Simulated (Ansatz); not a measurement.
# CH₅OS+: one structure at several levels

One table from this session's results is given with a row withheld; the runs are named, their logs left out.

Computed with Ansatz 0.2.0, Gaussian basis. Level: single points in def2-TZVPP.

Cores are frozen in the correlated methods. B3LYP uses VWN-RPA correlation.

**Where the work starts**

SMILES `C[OH+]S`, 8 atoms, charge 1, spin multiplicity 1.

Atoms are counted from 1 here; the program's logs count them from 0.

Bond lengths: C1–O2 1.444 Å, C1–H4 1.128 Å, C1–H5 1.091 Å, C1–H6 1.082 Å, O2–S3 1.801 Å, O2–H7 0.962 Å, S3–H8 1.372 Å. Angles: O2–C1–H4 111.0°, O2–C1–H5 108.7°, O2–C1–H6 107.7°, H4–C1–H5 110.6°, H4–C1–H6 110.0°, H5–C1–H6 108.7°, C1–O2–S3 119.0°, C1–O2–H7 110.8°, S3–O2–H7 111.1°, O2–S3–H8 95.2°.

As a file:

```xyz
8

C    -0.5140    0.6604   -0.3286
O     0.7831    0.0979   -0.0362
S     0.9682   -0.9631    1.4073
H    -1.2367   -0.1400   -0.6601
H    -0.3988    1.4194   -1.1034
H    -0.8765    1.1371    0.5730
H     1.1618   -0.3126   -0.8190
H     0.0844   -1.9189    0.9734
```

Set-up of the first run:

File run/in.yaml:

```yaml
crystal:
  periodic: [false, false, false]
  atoms:
    - {symbol: C, position_ang: [-0.514000, 0.660400, -0.328600]}
    - {symbol: O, position_ang: [0.783100, 0.097900, -0.036200]}
    - {symbol: S, position_ang: [0.968200, -0.963100, 1.407300]}
    - {symbol: H, position_ang: [-1.236700, -0.140000, -0.660100]}
    - {symbol: H, position_ang: [-0.398800, 1.419400, -1.103400]}
    - {symbol: H, position_ang: [-0.876500, 1.137100, 0.573000]}
    - {symbol: H, position_ang: [1.161800, -0.312600, -0.819000]}
    - {symbol: H, position_ang: [0.084400, -1.918900, 0.973400]}
basis:
  gaussian: {orbitals: def2-TZVPP}
total_charge: 1
correlation: {method: ccsd_t}
output: {forces: true}
```

No record of the launch command was kept for these runs.

Among the steps run: CCSD(T)/def2-TZVPP; PBE0-D4/def2-TZVPP; wB97M-V/def2-TZVPP; r2SCAN-D4/def2-TZVPP; PBE-D4/def2-TZVPP; r2SCANh-D4/def2-TZVPP; B3LYP-D4/def2-TZVPP.

One of the session's tables, all rows but one given; the rest of the session is left out.

| method | RMS force component (eV/Å) | angle to CCSD(T) forces (°) |
| --- | --- | --- |
| CCSD(T) | 0.648 | reference |
| PBE0-D4 | 0.598 | 10.6 |
| wB97M-V | 0.645 | 5.3 |
| r2SCAN-D4 | 0.629 | 5.4 |
| PBE-D4 | ? | ? |
| r2SCANh-D4 | 0.634 | 5.5 |
| B3LYP-D4 | 0.620 | 6.6 |

Q: Estimate the row for PBE-D4 from the others.

The run gave: RMS force component (eV/Å): 0.589; angle to CCSD(T) forces (°): 20.5. In the column «RMS force component (eV/Å)» it is the lowest.
